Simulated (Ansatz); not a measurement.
CH₃ClSi (SMILES [SiH2]=CCl), closed shell: a trajectory.

Input (in.yaml):

```yaml
crystal:
  periodic: [false, false, false]
  atoms:
    - {symbol: Si, position_ang: [-0.543150, 0.135560, -0.687370]}
    - {symbol: C, position_ang: [0.591430, 0.038250, 0.651380]}
    - {symbol: Cl, position_ang: [0.755260, -1.406960, 1.624720]}
    - {symbol: H, position_ang: [-1.421380, -0.945160, -1.096100]}
    - {symbol: H, position_ang: [-0.639110, 1.357020, -1.467760]}
    - {symbol: H, position_ang: [1.256960, 0.821300, 0.975130]}
basis:
  gaussian: {orbitals: def2-SVP}
hamiltonian: {xc: pbe0, dispersion: d4}
md: {n_steps: 30, timestep: -0.5, temperature: 100, ensemble: nvt_nose_hoover, seed: 933, initial_velocities: maxwell_boltzmann}
```

Run by:

```bash
ansatz run in.yaml --threads 2 --pin off --events-out ev --progress --plain --max-ram 3481MiB
```

The run's output (Ansatz 0.2.0):

```
Error: invalid value for `md.timestep`: must be finite and > 0; got -0.5 fs
```

The run took about 0.12 s on 2 CPU threads of an Intel Xeon (shared host).


The program refused the input. A timestep must be positive.